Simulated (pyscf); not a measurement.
`[O]=[V]([F])[F]` [doublet] + `[FH]` -> `[O]=[V]([F])([F])[F]` + `[H]` [doublet], an atom transfer (doublet surface; F–H broken, F–V formed). Single points on ωB97X-D3(BJ)/def2-SVP structures (PySCF, gas phase). Energies in kcal/mol from the separated reactants.

GFN2-xTB: tblite. Open shells are spin-unrestricted. 

### Question
In single points GFN2-xTB puts the saddle at 11.6 kcal/mol and the reaction energy at -7.3 kcal/mol. Should these be trusted to within a few kcal/mol? Compare with ωB97M-D3(BJ)/def2-TZVP.

### Answer
ωB97M-D3(BJ)/def2-TZVP gives ΔE‡ = 43.3 kcal/mol and ΔE = +29.0 kcal/mol. GFN2-xTB lies 31.7 kcal/mol under it in the barrier and 36.3 kcal/mol under it in the reaction energy, so on this step it does not hold to within 3.0 kcal/mol. ωB97M-D3(BJ)/def2-TZVP has limits of its own. On the reactant side the descent ends in an adduct with a F–V contact, 17.4 kcal/mol under the separated species and 59.6 kcal/mol under the saddle at ωB97X-D3(BJ)/def2-TZVP. What is counted as formed (F–V) is already present as a longer contact in the reactant adduct; forming that adduct is a step of its own. One saddle was located; it need not be the lowest between these sides. The angle at the transferred F is 130°. Open-shell species with a d-block atom are single-reference here; other states, and whether the spin sits on metal or ligand, were not checked.
